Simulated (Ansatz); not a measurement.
A made-up structure of NaSiNH3, doublet:

N1  (0.226, 0.685, 0.028)
Si2  (-0.533, -0.818, -0.039)
Na3  (1.299, -1.911, 0.490)
H4  (-1.180, -1.089, -1.274)
H5  (-0.038, 1.411, -0.638)
H6  (0.186, 1.103, 0.958)
(Å)

It is relaxed with PBE-D4/def2-SVP and then PBE0-D4/def2-TZVP (Ansatz 0.2.0). Atoms count as bonded within 1.22 times the sum of their covalent radii (H–H: 0.88 Å). The end point is not checked to be a true minimum.

**Question.** Does its bonding change? (Judge from chemistry; the calculation decides.)

**Answer.** Computed: Yes. Formed: none; broken: N1–Na3.

Where it ends: The first stage lowers the energy by 1.41 eV in 12 steps. It ends as NaSiNH₃ ([NH2][SiH][Na]):
```xyz
6
angstrom
N -0.1256 0.8910 0.0588
Si -0.4750 -0.8030 0.0722
Na 1.6086 -2.6730 0.6046
H -0.9921 -0.9142 -1.3526
H -0.3018 1.5065 -0.7172
H 0.2450 1.3754 0.8584
```

Labels in which every atom is bracketed show which atoms are joined, not bond orders.

For scale, one of the runs: PBE0-D4/def2-TZVP relaxation, 118 basis functions, launched by `ansatz run in.yaml --threads 2 --pin off --events-out ev --progress --plain --max-ram 4352MiB`. Hardware: 2 CPU threads of an Arm Neoverse V2, shared host. Wall time about 25 s.
